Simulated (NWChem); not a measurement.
AlCl3; SMILES [Cl][Al]([Cl])[Cl]

```xyz
4

Al     0.0000     0.0000     0.0023
Cl    -2.0288     0.4541    -0.0001
Cl     1.4076     1.5300    -0.0001
Cl     0.6212    -1.9840    -0.0001
```
Atoms are numbered in this order, from 1.

Program: NWChem. Geometry: optimised at PBE0/def2-SVP. Ions are spin-unrestricted doublets at the neutral geometry; other ion states weren't tried.

### Question
Estimate the computed values for PBE0/def2-SVP. Quantities: vertical ionisation energy, ΔSCF (eV); −ε(HOMO) (eV).

### Answer
```json
{
  "vertical ionisation energy, ΔSCF (eV)": "11.43",
  "−ε(HOMO) (eV)": "9.25"
}
```
